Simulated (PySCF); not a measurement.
## PH at revPBE

Level: revPBE. basis P x2c-TZVPPall, H x2c-TZVPPall; spin-free X2C with a Gaussian nucleus; PySCF 2.14.

* state: ³Σ⁻ (triplet), unpaired electrons π ↑↑
* bond length: 1.441 Å
* harmonic wavenumber: 2279 cm⁻¹
* force constant: 2.99 mdyn/Å
* rotational constant Be: 8.312 cm⁻¹
* anharmonicity ωexe: 39.6 cm⁻¹
* vibration–rotation constant αe: 0.242 cm⁻¹
* well depth De to P + H: 308 kJ/mol
* dissociation energy D0: 295 kJ/mol
* bond order (Mayer): 0.99
* dipole moment (positive dipole means P(−)H(+)): 0.42 D

The state is the lowest determinant that a PBE0 search found; another state may lie lower at other levels.
